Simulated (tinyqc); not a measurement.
Inside a calculation. Method: UHF in the sto-3g basis, for CH2, spin multiplicity 3. One step of it, computed by the program tinyqc.

Question. Iteration 12 (converged): orbitals. Diagonalise F' = X^T F X, C = X C', fill 5 alpha and 3 beta electrons from the bottom; D(s) = C_occ C_occ^T. Each column has its largest component positive (the first on a tie).

converged F(alpha) (hartree), order 1C 1s, 1C 2s, 1C 2px, 1C 2py, 1C 2pz, 2H 1s, 3H 1s:
```
[[-10.997870, -2.976625, 0.000000, 0.000000, -0.003116, -0.317965, -0.317965],
 [-2.976625, -1.524704, 0.000000, 0.000000, 0.069014, -0.421904, -0.421904],
 [0.000000, 0.000000, -0.354643, 0.000000, 0.000000, 0.000000, 0.000000],
 [0.000000, 0.000000, 0.000000, -0.145260, 0.000000, -0.285621, 0.285621],
 [-0.003116, 0.069014, 0.000000, 0.000000, -0.234917, -0.197873, -0.197873],
 [-0.317965, -0.421904, 0.000000, -0.285621, -0.197873, -0.218425, -0.065871],
 [-0.317965, -0.421904, 0.000000, 0.285621, -0.197873, -0.065871, -0.218425]]
```

converged F(beta) (hartree), order 1C 1s, 1C 2s, 1C 2px, 1C 2py, 1C 2pz, 2H 1s, 3H 1s:
```
[[-10.940542, -2.925266, 0.000000, 0.000000, -0.002927, -0.309362, -0.309362],
 [-2.925266, -1.119371, 0.000000, 0.000000, -0.172183, -0.406569, -0.406569],
 [0.000000, 0.000000, 0.390809, 0.000000, 0.000000, 0.000000, 0.000000],
 [0.000000, 0.000000, 0.000000, 0.047279, 0.000000, -0.272151, 0.272151],
 [-0.002927, -0.172183, 0.000000, 0.000000, 0.309416, -0.143924, -0.143924],
 [-0.309362, -0.406569, 0.000000, -0.272151, -0.143924, -0.249069, -0.046868],
 [-0.309362, -0.406569, 0.000000, 0.272151, -0.143924, -0.046868, -0.249069]]
```

X, order 1C 1s, 1C 2s, 1C 2px, 1C 2py, 1C 2pz, 2H 1s, 3H 1s:
```
[[1.025662, -0.139310, 0.000000, 0.000000, -0.005734, 0.018161, 0.018161],
 [-0.139310, 1.104362, 0.000000, 0.000000, 0.045713, -0.171043, -0.171043],
 [0.000000, 0.000000, 1.000000, 0.000000, 0.000000, 0.000000, 0.000000],
 [0.000000, 0.000000, 0.000000, 1.064528, 0.000000, -0.155873, 0.155873],
 [-0.005734, 0.045713, 0.000000, 0.000000, 1.026081, -0.098027, -0.098027],
 [0.018161, -0.171043, 0.000000, -0.155873, -0.098027, 1.084101, -0.009751],
 [0.018161, -0.171043, 0.000000, 0.155873, -0.098027, -0.009751, 1.084101]]
```

Give: F' = X^T F X; orbital energies; coefficients C; F' = X^T F X; orbital energies; coefficients C; D(alpha) after iteration 12; D(beta) after iteration 12.

Answer.

F' = X^T F X (alpha) (hartree):
```
[[-10.7679, -1.5472, 0.0000, 0.0000, -0.0341, 0.0013, 0.0013],
 [-1.5472, -0.8725, 0.0000, 0.0000, 0.1702, -0.2616, -0.2616],
 [0.0000, 0.0000, -0.3546, 0.0000, 0.0000, 0.0000, 0.0000],
 [0.0000, 0.0000, 0.0000, 0.0175, 0.0000, -0.2964, 0.2964],
 [-0.0341, 0.1702, 0.0000, 0.0000, -0.1618, -0.2049, -0.2049],
 [0.0013, -0.2616, 0.0000, -0.2964, -0.2049, -0.0068, -0.0120],
 [0.0013, -0.2616, 0.0000, 0.2964, -0.2049, -0.0120, -0.0068]]
```

orbital energies (alpha) (hartree): [-11.0045, -0.8087, -0.4078, -0.3737, -0.3546, 0.3657, 0.4305]

coefficients C (alpha), order 1C 1s, 1C 2s, 1C 2px, 1C 2py, 1C 2pz, 2H 1s, 3H 1s:
```
[[0.9929, -0.2589, 0.0000, 0.0534, 0.0000, 0.1275, 0.0000],
 [0.0280, 0.9178, 0.0000, -0.2697, 0.0000, -0.6194, 0.0000],
 [0.0000, 0.0000, 0.0000, 0.0000, 1.0000, 0.0000, 0.0000],
 [0.0000, 0.0000, 0.5902, 0.0000, 0.0000, 0.0000, 0.9130],
 [0.0014, -0.0811, 0.0000, 0.7833, 0.0000, -0.6738, 0.0000],
 [-0.0042, 0.1527, 0.4415, 0.3380, 0.0000, 0.6919, -0.6539],
 [-0.0042, 0.1527, -0.4415, 0.3380, 0.0000, 0.6919, 0.6539]]
```

F' = X^T F X (beta) (hartree):
```
[[-10.7143, -1.5571, 0.0000, 0.0000, -0.0022, 0.0060, 0.0060],
 [-1.5571, -0.4292, 0.0000, 0.0000, -0.0814, -0.2862, -0.2862],
 [0.0000, 0.0000, 0.3908, 0.0000, 0.0000, 0.0000, 0.0000],
 [0.0000, 0.0000, 0.0000, 0.2244, 0.0000, -0.3035, 0.3035],
 [-0.0022, -0.0814, 0.0000, 0.0000, 0.3673, -0.1564, -0.1564],
 [0.0060, -0.2862, 0.0000, -0.3035, -0.1564, -0.0511, 0.0029],
 [0.0060, -0.2862, 0.0000, 0.3035, -0.1564, 0.0029, -0.0511]]
```

orbital energies (beta) (hartree): [-10.9451, -0.5763, -0.3660, 0.2165, 0.3908, 0.4805, 0.5364]

coefficients C (beta), order 1C 1s, 1C 2s, 1C 2px, 1C 2py, 1C 2pz, 2H 1s, 3H 1s:
```
[[0.9942, -0.1991, 0.0000, -0.1963, 0.0000, -0.0735, 0.0000],
 [0.0231, 0.6686, 0.0000, 0.8412, 0.0000, 0.3800, 0.0000],
 [0.0000, 0.0000, 0.0000, 0.0000, 1.0000, 0.0000, 0.0000],
 [0.0000, 0.0000, 0.4476, 0.0000, 0.0000, 0.0000, 0.9907],
 [0.0018, 0.1635, 0.0000, -0.3991, 0.0000, 0.9424, 0.0000],
 [-0.0037, 0.3441, 0.5340, -0.4997, 0.0000, -0.4982, -0.5809],
 [-0.0037, 0.3441, -0.5340, -0.4997, 0.0000, -0.4982, 0.5809]]
```

D(alpha) after iteration 12, order 1C 1s, 1C 2s, 1C 2px, 1C 2py, 1C 2pz, 2H 1s, 3H 1s:
```
[[1.0558, -0.2242, 0.0000, 0.0000, 0.0642, -0.0257, -0.0257],
 [-0.2242, 0.9159, 0.0000, 0.0000, -0.2857, 0.0489, 0.0489],
 [0.0000, 0.0000, 1.0000, 0.0000, 0.0000, 0.0000, 0.0000],
 [0.0000, 0.0000, 0.0000, 0.3483, 0.0000, 0.2606, -0.2606],
 [0.0642, -0.2857, 0.0000, 0.0000, 0.6201, 0.2524, 0.2524],
 [-0.0257, 0.0489, 0.0000, 0.2606, 0.2524, 0.3326, -0.0573],
 [-0.0257, 0.0489, 0.0000, -0.2606, 0.2524, -0.0573, 0.3326]]
```

D(beta) after iteration 12, order 1C 1s, 1C 2s, 1C 2px, 1C 2py, 1C 2pz, 2H 1s, 3H 1s:
```
[[1.0282, -0.1102, 0.0000, 0.0000, -0.0308, -0.0722, -0.0722],
 [-0.1102, 0.4476, 0.0000, 0.0000, 0.1093, 0.2300, 0.2300],
 [0.0000, 0.0000, 0.0000, 0.0000, 0.0000, 0.0000, 0.0000],
 [0.0000, 0.0000, 0.0000, 0.2004, 0.0000, 0.2390, -0.2390],
 [-0.0308, 0.1093, 0.0000, 0.0000, 0.0267, 0.0562, 0.0562],
 [-0.0722, 0.2300, 0.0000, 0.2390, 0.0562, 0.4036, -0.1667],
 [-0.0722, 0.2300, 0.0000, -0.2390, 0.0562, -0.1667, 0.4036]]
```
